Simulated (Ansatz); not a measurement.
PBE exchange is replaced step by step with exact exchange (0 % is PBE, 25 % PBE0; no dispersion term), basis def2-TZVP, Ansatz. System: AlH₂F. Total charge 0; singlet. Geometry: PBE0-D4/def2-TZVP.

Geometry of the singlet:

```xyz
4

Al   -0.032    0.042    0.017
H    -0.471    0.039    1.530
H    -0.386    1.145   -1.051
F     0.890   -1.226   -0.496
```

```json
{"exact exchange (%)": "0", "HOMO (eV)": "-7.45", "LUMO (eV)": "-2.14", "gap (eV)": "5.32"}
{"exact exchange (%)": "5", "HOMO (eV)": "-7.72", "LUMO (eV)": "-1.98", "gap (eV)": "5.74"}
{"exact exchange (%)": "10", "HOMO (eV)": "-7.99", "LUMO (eV)": "-1.83", "gap (eV)": "6.16"}
{"exact exchange (%)": "15", "HOMO (eV)": "-8.25", "LUMO (eV)": "-1.67", "gap (eV)": "6.58"}
{"exact exchange (%)": "25", "HOMO (eV)": "-8.79", "LUMO (eV)": "-1.37", "gap (eV)": "7.42"}
{"exact exchange (%)": "35", "HOMO (eV)": "-9.33", "LUMO (eV)": "-1.07", "gap (eV)": "8.26"}
{"exact exchange (%)": "50", "HOMO (eV)": "-10.14", "LUMO (eV)": "-0.62", "gap (eV)": "9.52"}
```
